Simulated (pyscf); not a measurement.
H₃Si–PH₂ (SMILES [SiH3]P) + H• (SMILES [H]) -> H₃Si–PH• (SMILES [SiH3][PH]) + H₂ (SMILES [H][H]), a hydrogen abstraction (doublet surface; H–P broken, H–H formed). PySCF, gas phase, ωB97X-D3(BJ)/def2-SVP geometries. Energies in kcal/mol from the separated reactants.

Small-basis levels: PySCF, no dispersion term, spherical d functions. AM1 to PM7: differences of heats of formation from MOPAC, which are fitted to 298 K values and so differ in kind from electronic energies by zero-point and thermal terms. GFN2-xTB: tblite. Open shells are spin-unrestricted. 

| level | barrier | reaction energy |
|---|---|---|
| HF/6-31G* | 8.4 | -19.4 |
| MP2/6-31G* | 7.1 | -18.9 |
| BP86/6-31G* | -2.3 | -26.2 |
| B3LYP/STO-3G | -2.7 | -32.7 |
| B3LYP/LANL2DZ | -2.0 | -31.6 |
| B3LYP/6-311+G** | -0.5 | -25.8 |
| GFN2-xTB | -1.7 | -7.1 |
| AM1 | -0.9 | -32.3 |
| PM3 | … | -39.9 |
| ωB97M-D3(BJ)/def2-TZVP | … | -21.3 |

What belongs in the gaps?


- PM3, barrier: -9.8
- ωB97M-D3(BJ)/def2-TZVP, barrier: 2.9

Against the last row the barrier runs from -12.6 (PM3) to +5.5 kcal/mol (HF/6-31G*). At BP86/6-31G*, B3LYP/STO-3G, B3LYP/LANL2DZ, B3LYP/6-311+G**, GFN2-xTB, AM1, PM3 this geometry lies under one side, so the entry may be no barrier of that level: it is a single point on another level's saddle. ωB97M-D3(BJ)/def2-TZVP has limits of its own. This is the saddle that the search found; another between the same sides may lie lower. The angle at the transferred H is 169°.
